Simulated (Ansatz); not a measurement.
How far each method lies from UCCSDT(Q) for Ge–B–NH, doublet

Geometry: that of the Ge–B–NH, quartet, kept fixed.

```xyz
4

Ge    0.0000    0.0000   -2.3474
B     0.0000    0.0000   -0.3744
N     0.0000    0.0000    0.8650
H     0.0000    0.0000    1.8568
```

Basis cc-pVDZ; Ansatz 0.2.0. Correlated methods freeze the noble-gas cores and the filled d shells of p-block atoms, which leaves 13 electrons in 44 orbitals. R marks a restricted (for open shells ROHF) determinant, U an unrestricted one. Active spaces: frontier = (9e, 9o) about the gap. No spin–orbit coupling is included, and no scalar relativity.

Full CI isn't at hand for all of this; UCCSDT(Q) serves as the reference, and is uncertain by about the last step of the cluster series. The frozen core follows each run's orbitals, which can shift R against U totals by a few meV for light atoms and by up to 0.1 eV past Ca.

The UHF ⟨S²⟩ is 0.768 and the T1 diagnostic (RCCSD) is 0.0239. The largest doubles amplitude (RCCSD) is 0.073 and the T1 diagnostic (UCCSD) is 0.0221.

```tsv
level	E − E(UHF) (eV)
UMP2	-8.0305
UCCSD	-8.7330
UCCSD(T)	-9.0859
```

Q: Estimate how far UCCSDT(Q) in cc-pVDZ lies from UCCSD(T). The table doesn't fix it; the size of (T) and the diagnostics are the guide.

A: UCCSDT(Q) in cc-pVDZ lies 5.9 kJ/mol below UCCSD(T), which is 17 % of the (T) step (-34.0 kJ/mol). The diagnostics are small and the rest is a small part of (T), but (T) is large here. The miss exceeds 1 kcal/mol.

The other levels:

```csv
level,E − E(UCCSDT(Q)) (kJ/mol),wall time
UCCSDT,3.3,–
```

Run but not shown, since their state, orbitals or frozen core can't be matched to the reference's or they repeat it: RHF, RMP2, CISD, RCCSD, RCCSD(T), BCCD(T), RCCSDT, RCCSDT(Q), CASSCF (frontier space), NEVPT2 (frontier space), MRCISD (frontier space), MRCISD+Q (frontier space).
